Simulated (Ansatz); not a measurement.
A made-up structure of HS2O (charge -1), singlet:

```
4
angstrom
O -1.3080 -0.2088 0.4487
S -0.1280 0.6173 0.7328
S 0.5072 0.4334 -0.7635
H 0.9287 -0.8419 -0.4180
```

It is relaxed with PBE-D4/def2-SVPD and then PBE0-D4/def2-TZVPD (Ansatz 0.2.0). Atoms count as bonded within 1.22 times the sum of their covalent radii (H–H: 0.88 Å). The end point is not checked to be a true minimum.

Problem. Does its bonding change? (A judgement: the text doesn't fix the answer.)

Solution. By the calculation: No: no bond forms or breaks.

Where it ends: The first stage lowers the energy by 4.98 eV in 9 steps. It ends as HS₂O ([O][S][SH]), total charge -1:
O1  (-1.728, -0.082, 0.764)
S2  (-0.374, 0.633, 0.842)
S3  (0.764, 0.332, -0.909)
H4  (1.338, -0.883, -0.696)
(Å)

Labels in which every atom is bracketed show which atoms are joined, not bond orders.

For scale, one of the runs: PBE0-D4/def2-TZVPD relaxation, 141 basis functions, launched by `ansatz run in.yaml --threads 2 --pin off --events-out ev --progress --plain --max-ram 4352MiB`. The run took about 17 s on 2 CPU threads of an AMD EPYC 7R13 (shared host).
